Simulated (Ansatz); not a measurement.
Two isomers of C3H5NO: A = `C1=NCCO1`, B = `C1=NCOC1`.

Calculated with Ansatz (gas phase, PBE0-D4/def2-TZVP geometries, no zero-point term in ΔE). CBS: MP2 limit from def2 TZ/QZ plus the TZ coupled-cluster correction, frozen cores. DFT in def2-TZVPP. B3LYP here is the variant with VWN-RPA as its local correlation; programs differ in this.

(1) Which isomer does CCSD(T)/CBS put lower? Give the gap. (Best estimate.)

(2) Give E(B) − E(A) in kJ/mol with CCSD/def2-TZVPP, CCSD(T)/def2-SVP, LDA (SPW92), r2SCAN-D4, B2PLYP, B3LYP-D4, PBE0-D4. (Estimate.)

(3) Does the order hold for the free energy at 298.15 K (harmonic terms from PBE0-D4)? (Best estimate.)

Largest T1 diagnostic: 0.014.

Answers

(1) Ansatz gave: A, by 32.5 kJ/mol.

(2) The calculation gave: CCSD/def2-TZVPP 30.7, CCSD(T)/def2-SVP 33.0, LDA (SPW92) 37.5, r2SCAN-D4 36.7, B2PLYP 34.1, B3LYP-D4 32.7, PBE0-D4 34.0. None reverses the order clearly.

(3) Ansatz gave: Yes: G(B) − G(A) = +31.0 kJ/mol.

Leaving LDA and LC-ωPBE aside and taking each functional with its dispersion term where it has one, the values, not all of them listed here, spread over 6.9 kJ/mol, from BHLYP-D4 to PBE-D4. From BLYP to BHLYP (50 % exact exchange), in def2-TZVPP and without D4, E(B) − E(A) moves by −5.0 kJ/mol.
